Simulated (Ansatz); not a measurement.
```yaml
crystal:
  periodic: [false, false, false]
  atoms:
    - {symbol: C, position_ang: [0.591610, -1.100694, -0.054624]}
    - {symbol: O, position_ang: [0.151967, -0.007475, 0.756451]}
    - {symbol: C, position_ang: [-0.493587, 0.963857, 0.104753]}
    - {symbol: F, position_ang: [-1.599467, 0.511555, -0.515104]}
    - {symbol: F, position_ang: [0.263411, 1.517833, -0.860569]}
    - {symbol: Cl, position_ang: [-0.952098, 2.209348, 1.260013]}
    - {symbol: H, position_ang: [-0.257973, -1.598928, -0.523645]}
    - {symbol: H, position_ang: [1.088622, -1.783238, 0.629702]}
    - {symbol: H, position_ang: [1.296016, -0.758558, -0.814077]}
basis:
  gaussian: {orbitals: aug-cc-pVDZ}
hamiltonian: {xc: {name: revPBE}, dispersion: d4}
accuracy: high
charge: 1
```

```sh
$ ansatz run in.yaml --threads 4 --pin off --events-out ev --progress --plain --max-ram 10444MiB
```

How does Ansatz answer? (Estimate.)

Computed: The program refused the input.
```
Error: YAML parse error: error: line 17 column 1: unknown field `charge`, expected one of crystal, accuracy, basis, kpoints, hamiltonian, magnetization, projection, total_charge, correlation, batch, efield, external_charges, scf, relax, neb, saddle, md, ramp, phonons, dielectric, real_time, elastic, magnetic_configurations, gw, evaluate, workflow, output, checkpoint, execution
15 | hamiltonian: {xc: {name: revPBE}, dispersion: d4}
16 | accuracy: high
17 | charge: 1
```
